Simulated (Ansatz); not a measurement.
## HBC, triplet in 6-31G: errors against full CI

Geometry: a point of a breathe scan, not a stationary point.

```xyz
3

B     0.0000    0.0000    0.1777
C     0.0000    0.0000   -2.6810
H     0.0000    0.0000    2.5033
```

Basis 6-31G; Ansatz 0.2.0. Correlated methods freeze the noble-gas cores, which leaves 8 electrons in 18 orbitals. Prefix R: restricted or restricted open-shell reference; prefix U: unrestricted. Active spaces: pair = (4e, 4o) about the gap; valence = (8e, 9o) chosen from the atoms' valence shells.

Full CI is exact within this basis and frozen core; it isn't the basis-set limit. The frozen core follows each run's orbitals, which can shift R against U totals by a few meV.

Unrestricted rows (U) aren't spin-pure: their determinants' ⟨S²⟩ exceeds S(S+1) by up to 0.78, so they mix in states of higher spin. For open shells CISD and CISDTQ are restricted-active-space CI with the open shells as a complete middle space.

The UHF ⟨S²⟩ is 2.780 and the T1 diagnostic (RCCSD) is 0.0416. The largest doubles amplitude (RCCSD) is 0.279. The T1 diagnostic (UCCSD) is 0.0867.

```
   level  E − E(RHF) (eV)
     UHF          -0.9993
    RMP2          -2.2326
    UMP2          -2.4608
   RCCSD          -3.8012
   UCCSD          -3.8034
RCCSD(T)          -3.8888
UCCSD(T)          -3.8812
```

Problem. Estimate how far full CI in 6-31G lies from RCCSD(T). The table doesn't fix it; the size of (T) and the diagnostics are the guide.

Solution. Full CI in 6-31G lies 6.2 kJ/mol below RCCSD(T), which is 74 % of the (T) step (-8.5 kJ/mol). T1 is raised, a doubles amplitude is large, and the rest is a large part of (T). The miss exceeds 1 kcal/mol.

The other levels:

```json
{"level": "CISD", "E − E(full CI) (kJ/mol)": "51.0", "share of correlation (%)": "86.63", "wall time": "0.84 s"}
{"level": "BCCD(T)", "E − E(full CI) (kJ/mol)": "6.4", "share of correlation (%)": "98.33", "wall time": "2.1 s"}
{"level": "RCCSDT", "E − E(full CI) (kJ/mol)": "1.4", "share of correlation (%)": "99.65", "wall time": "–"}
{"level": "UCCSDT", "E − E(full CI) (kJ/mol)": "0.9", "share of correlation (%)": "99.77", "wall time": "–"}
{"level": "CISDTQ", "E − E(full CI) (kJ/mol)": "2.9", "share of correlation (%)": "99.25", "wall time": "8 s"}
{"level": "RCCSDT(Q)", "E − E(full CI) (kJ/mol)": "0.7", "share of correlation (%)": "99.82", "wall time": "4.2 s"}
{"level": "UCCSDT(Q)", "E − E(full CI) (kJ/mol)": "0.0", "share of correlation (%)": "99.99", "wall time": "5.5 s"}
{"level": "RCCSDTQ", "E − E(full CI) (kJ/mol)": "0.1", "share of correlation (%)": "99.98", "wall time": "44 s"}
{"level": "UCCSDTQ", "E − E(full CI) (kJ/mol)": "0.1", "share of correlation (%)": "99.98", "wall time": "63 s"}
{"level": "CASSCF (pair space)", "E − E(full CI) (kJ/mol)": "236.7", "share of correlation (%)": "37.96", "wall time": "–"}
{"level": "NEVPT2 (pair space)", "E − E(full CI) (kJ/mol)": "102.4", "share of correlation (%)": "73.15", "wall time": "0.42 s"}
{"level": "MRCISD (pair space)", "E − E(full CI) (kJ/mol)": "18.9", "share of correlation (%)": "95.05", "wall time": "–"}
{"level": "MRCISD+Q (pair space)", "E − E(full CI) (kJ/mol)": "-2.6", "share of correlation (%)": "100.69", "wall time": "0.69 s"}
{"level": "CASSCF (valence space)", "E − E(full CI) (kJ/mol)": "89.7", "share of correlation (%)": "76.48", "wall time": "–"}
{"level": "NEVPT2 (valence space)", "E − E(full CI) (kJ/mol)": "31.8", "share of correlation (%)": "91.68", "wall time": "3.6 s"}
{"level": "MRCISD (valence space)", "E − E(full CI) (kJ/mol)": "3.6", "share of correlation (%)": "99.06", "wall time": "–"}
{"level": "MRCISD+Q (valence space)", "E − E(full CI) (kJ/mol)": "1.8", "share of correlation (%)": "99.53", "wall time": "4.6 s"}
```

The correlation energy at full CI, counted from RHF, is -3.953 eV. That run took 34 s on 1 thread of Intel Xeon Platinum 8488C, shared host over 2,340,352 determinants.

Times hold each run's SCF and search for its determinant on a shared host, so for small cases they say little of a method's own cost; they ran on 1 thread of Intel Xeon Platinum 8488C.

Not variational, and here over 5 meV under the exact energy: MRCISD+Q (pair space).

The full-CI state has the irrep A2 of C2v, in the program's axes (one component, if the state is degenerate).

Natural occupations of full CI about the gap: 1.947 1.882 1.682 0.979 0.979 0.286 0.076 0.068 0.068 0.010; effectively unpaired electrons, Σ n²(2−n)², 2.64.
